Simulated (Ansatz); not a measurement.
bcc W

These are PBEsol in Ansatz (plane waves, PAW) values and carry that method's errors.

Numerical settings: plane-wave cutoff 500 eV, 12×20×1 k mesh (along the axes of the cell as run), Fermi–Dirac smearing 0.1 eV, scalar-relativistic PAW data made under PBE.

Cell: relaxed at this level.

```
Property                              Value
--------------------------------  ---------
surface energy of the (211) face  3.77 J/m²
work function of the (211) face     4.42 eV
```

The slab of 12 atoms is relaxed and unreconstructed.

Spin–orbit coupling is not included.

Static lattice: no zero-point or thermal effects.

Computing time: roughly 24 core-minutes.

Ansatz is an electronic-structure program.
